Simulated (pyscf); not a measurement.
H₃Si–SH + HCl → HS–SiH₂–Cl + H₂ (four-centre exchange; singlet surface; H–Si, Cl–H broken, Cl–Si, H–H formed). PySCF, gas phase, ωB97X-D3(BJ)/def2-SVP geometries. Energies in kcal/mol from the separated reactants.

```tsv
level	barrier	reaction energy
ωB97X-D3(BJ)/def2-TZVP	32.4	-21.2
PBE/def2-TZVP	26.2	-18.9
r²SCAN/def2-TZVP	[?]	-20.6
PBE0-D3(BJ)/def2-TZVP	28.6	-19.4
ωB97M-D3(BJ)/def2-TZVP	33.2	-19.1
HF/def2-TZVP	[?]	[?]
```

**Question.** Some entries are withheld; supply them.

**Answer.** 
- r²SCAN/def2-TZVP, barrier: 28.1
- HF/def2-TZVP, barrier: 51.0
- HF/def2-TZVP, reaction energy: -15.7

The functionals in the table span 7.1 kcal/mol in this barrier, from PBE to ωB97M-D3(BJ)/def2-TZVP. The same reactants have a lower exit, to H₂S + H₃Si–Cl (barrier +26.3 kcal/mol at ωB97M-D3(BJ)/def2-TZVP, against +33.2 kcal/mol here). One saddle was located; it need not be the lowest between these sides.
